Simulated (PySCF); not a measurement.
Molecule (SMILES): CCl (CH3-Cl).
Geometry (B3LYP-D3(BJ)/def2-TZVP, fixed):
```xyz
5

C      0.0082     0.0133    -1.1337
Cl    -0.0048    -0.0077     0.6605
H      0.0175     1.0478    -1.4634
H      0.8997    -0.5040    -1.4752
H     -0.8852    -0.4920    -1.4879
```

Basis-set convergence of the mean static polarisability at HF with PySCF. All functions are spherical. Density fitting with generated auxiliary sets. In sets without p functions on hydrogen, species with hydrogen take exact integrals. No added dispersion term, no relativity. Reference: the value in aug-pcseg-3, 28.70 bohr³, itself unsure by roughly 0.4 % (its mean distance from aug-cc-pV(Q+d)Z, aug-pcseg-2, aug-cc-pV(T+d)Z). Deviations are taken from unrounded values.

```json
[
 {"basis": "6-31G*", "functions": "38", "mean static polarisability (bohr³)": "19.94"},
 {"basis": "6-31+G*", "functions": "46", "mean static polarisability (bohr³)": "21.96"},
 {"basis": "def2-SVP", "functions": "47", "mean static polarisability (bohr³)": "19.50"},
 {"basis": "def2-SVPD", "functions": "71", "mean static polarisability (bohr³)": "27.86"},
 {"basis": "pcseg-1", "functions": "47", "mean static polarisability (bohr³)": "20.71"},
 {"basis": "aug-pcseg-1", "functions": "77", "mean static polarisability (bohr³)": "28.29"},
 {"basis": "cc-pV(D+d)Z", "functions": "52", "mean static polarisability (bohr³)": "20.36"},
 {"basis": "aug-cc-pV(D+d)Z", "functions": "82", "mean static polarisability (bohr³)": "27.72"},
 {"basis": "6-311G**", "functions": "62", "mean static polarisability (bohr³)": "20.51"},
 {"basis": "6-311+G**", "functions": "70", "mean static polarisability (bohr³)": "22.67"},
 {"basis": "def2-TZVP", "functions": "86", "mean static polarisability (bohr³)": "24.04"},
 {"basis": "def2-TZVPD", "functions": "110", "mean static polarisability (bohr³)": "28.54"},
 {"basis": "pcseg-2", "functions": "106", "mean static polarisability (bohr³)": "23.15"},
 {"basis": "aug-pcseg-2", "functions": "165", "mean static polarisability (bohr³)": "28.58"},
 {"basis": "cc-pV(T+d)Z", "functions": "111", "mean static polarisability (bohr³)": "24.11"},
 {"basis": "aug-cc-pV(T+d)Z", "functions": "170", "mean static polarisability (bohr³)": "28.52"},
 {"basis": "def2-TZVPP", "functions": "115", "mean static polarisability (bohr³)": "24.50"},
 {"basis": "def2-TZVPPD", "functions": "139", "mean static polarisability (bohr³)": "28.60"},
 {"basis": "cc-pV(Q+d)Z", "functions": "209", "mean static polarisability (bohr³)": "26.35"},
 {"basis": "aug-cc-pV(Q+d)Z", "functions": "307", "mean static polarisability (bohr³)": "28.68"},
 {"basis": "def2-QZVPP", "functions": "217", "mean static polarisability (bohr³)": "26.65"},
 {"basis": "def2-QZVPPD", "functions": "241", "mean static polarisability (bohr³)": "28.68"},
 {"basis": "pcseg-3", "functions": "223", "mean static polarisability (bohr³)": "26.89"},
 {"basis": "aug-pcseg-3", "functions": "321", "mean static polarisability (bohr³)": "28.70"}
]
```

What the diffuse functions change, pair by pair:
- 6-31G* to 6-31+G*: 8 more functions, deviation -30.5 to -23.5 %
- def2-SVP to def2-SVPD: 24 more functions, deviation -32.1 to -3.0 %
- pcseg-1 to aug-pcseg-1: 30 more functions, deviation -27.8 to -1.4 %
- cc-pV(D+d)Z to aug-cc-pV(D+d)Z: 30 more functions, deviation -29.1 to -3.4 %
- 6-311G** to 6-311+G**: 8 more functions, deviation -28.5 to -21.0 %
- def2-TZVP to def2-TZVPD: 24 more functions, deviation -16.2 to -0.6 %
- pcseg-2 to aug-pcseg-2: 59 more functions, deviation -19.4 to -0.4 %
- cc-pV(T+d)Z to aug-cc-pV(T+d)Z: 59 more functions, deviation -16.0 to -0.6 %
- def2-TZVPP to def2-TZVPPD: 24 more functions, deviation -14.7 to -0.4 %
- cc-pV(Q+d)Z to aug-cc-pV(Q+d)Z: 98 more functions, deviation -8.2 to -0.1 %
- def2-QZVPP to def2-QZVPPD: 24 more functions, deviation -7.2 to -0.1 %
- pcseg-3 to aug-pcseg-3: 98 more functions, deviation -6.3 to 0.0 %

Leaving out the reference's own pair, they bring the value nearer the reference by more than 0.4 % in 11 of 11 pairs.
